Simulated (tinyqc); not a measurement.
Inside a calculation. Method: G0W0 on RHF in the sto-3g basis, for LiH, spin multiplicity 1. One step of it, computed by the program tinyqc.

Problem. G0W0 on Hartree-Fock: HOMO. W(p,q,m) = sqrt2 sum_ia (pq|ia) (X+Y)_ia,m; Sigma_c(x) = sum_(i,m) W^2/(x - e_i + w_m) + sum_(a,m) W^2/(x - e_a - w_m); solve x = e_p + Sigma_c(x) by Newton steps; Z = 1/(1 - dSigma/dx); 1 hartree = 27.211386 eV.

orbital energies (hartree): MO1 -2.355567, MO2 -0.264742, MO3 0.075606, MO4 0.163323, MO5 0.163323, MO6 0.479747

Two-electron integrals over orbitals (pq|rs), unique and non-zero (hartree):
```
(11|11) 1.658990    (21|11) -0.103481   (21|21) 0.011325    (22|11) 0.341125
(22|21) 0.004366    (22|22) 0.471320    (31|11) -0.140228   (31|21) 0.010734
(31|22) -0.013523   (31|31) 0.021894    (32|11) 0.018920    (32|21) -0.002864
(32|22) -0.052861   (32|31) 0.000026    (32|32) 0.015905    (33|11) 0.394266
(33|21) -0.009876   (33|22) 0.217821    (33|31) 0.001431    (33|32) 0.010576
(33|33) 0.334724    (41|41) 0.009815    (42|41) 0.007339    (42|42) 0.022260
(43|41) 0.010306    (43|42) 0.019588    (43|43) 0.041291    (44|11) 0.396333
(44|21) -0.003927   (44|22) 0.258885    (44|31) -0.005029   (44|32) 0.008672
(44|33) 0.281247    (44|44) 0.312946    (51|51) 0.009815    (52|51) 0.007339
(52|52) 0.022260    (53|51) 0.010306    (53|52) 0.019588    (53|53) 0.041291
(54|54) 0.016869    (55|11) 0.396333    (55|21) -0.003927   (55|22) 0.258885
(55|31) -0.005029   (55|32) 0.008672    (55|33) 0.281247    (55|44) 0.279207
(55|55) 0.312946    (61|11) 0.065333    (61|21) -0.009478   (61|22) -0.007606
(61|31) -0.003875   (61|32) 0.002335    (61|33) 0.011492    (61|44) 0.001218
(61|55) 0.001218    (61|61) 0.010349    (62|11) -0.063037   (62|21) 0.002889
(62|22) 0.116603    (62|31) 0.002644    (62|32) -0.037992   (62|33) -0.016936
(62|44) -0.026783   (62|55) -0.026783   (62|61) 0.000207    (62|62) 0.126854
(63|11) 0.019317    (63|21) -0.002774   (63|22) -0.053253   (63|31) 0.004178
(63|32) 0.012220    (63|33) 0.036061    (63|44) 0.004487    (63|55) 0.004487
(63|61) 0.004357    (63|62) -0.034573   (63|63) 0.027589    (64|41) -0.006138
(64|42) -0.019292   (64|43) -0.013117   (64|64) 0.019793    (65|51) -0.006138
(65|52) -0.019292   (65|53) -0.013117   (65|65) 0.019793    (66|11) 0.359268
(66|21) 0.001772    (66|22) 0.442461    (66|31) -0.011216   (66|32) -0.046066
(66|33) 0.239842    (66|44) 0.264346    (66|55) 0.264346    (66|61) -0.004387
(66|62) 0.118615    (66|63) -0.045164   (66|66) 0.441870
```

excitation energies w (hartree): [0.360806, 0.470324, 0.470324, 0.969170, 2.474417, 2.538472, 2.538472, 2.856081]

X + Y, order 1>3, 1>4, 1>5, 1>6, 2>3, 2>4, 2>5, 2>6:
$$\begin{pmatrix}
-0.000647 & 0.000000 & 0.000000 & -0.004326 & 0.991021 & 0.000000 & 0.000000 & -0.018457 \\
0.000000 & -0.011337 & -0.000028 & 0.000000 & 0.000000 & 0.797336 & 0.597091 & 0.000000 \\
0.000000 & 0.000028 & -0.011337 & 0.000000 & 0.000000 & -0.597091 & 0.797336 & 0.000000 \\
-0.003234 & 0.000000 & 0.000000 & -0.000103 & 0.021414 & 0.000000 & 0.000000 & 0.996158 \\
0.966844 & 0.000000 & 0.000000 & -0.056283 & 0.000004 & 0.000000 & 0.000000 & 0.000394 \\
0.000000 & 0.954003 & 0.002326 & 0.000000 & 0.000000 & 0.001610 & 0.001206 & 0.000000 \\
0.000000 & -0.002326 & 0.954003 & 0.000000 & 0.000000 & -0.001206 & 0.001610 & 0.000000 \\
0.136428 & 0.000000 & 0.000000 & 0.872489 & 0.001506 & 0.000000 & 0.000000 & 0.000059
\end{pmatrix}$$

Give: The 12 largest terms at x = e_p; Newton steps; quasiparticle energy of the HOMO; Hartree-Fock value.

Solution.

The 12 largest terms at x = e_p (hartree; W for the signs of X + Y given):
```
q  m       W       term
2  4   0.148      0.023
6  4   0.160     -0.015
2  1  -0.050      0.007
3  4  -0.048  -1.77e-03
4  2   0.030  -9.96e-04
5  3   0.030  -9.96e-04
6  1  -0.027  -6.83e-04
3  1   0.014  -2.96e-04
2  5  -0.019   1.45e-04
1  5   0.015   4.77e-05
2  8  -0.010   3.77e-05
1  8  -0.014   3.76e-05
```

Newton steps (hartree):
```
step       x  Sigma_c(x)      Z
0     -0.265       0.010  0.947
1     -0.255       0.010  0.948
2     -0.255       0.010  0.948
```

quasiparticle energy of the HOMO = -6.943 eV

Hartree-Fock value = -7.204 eV
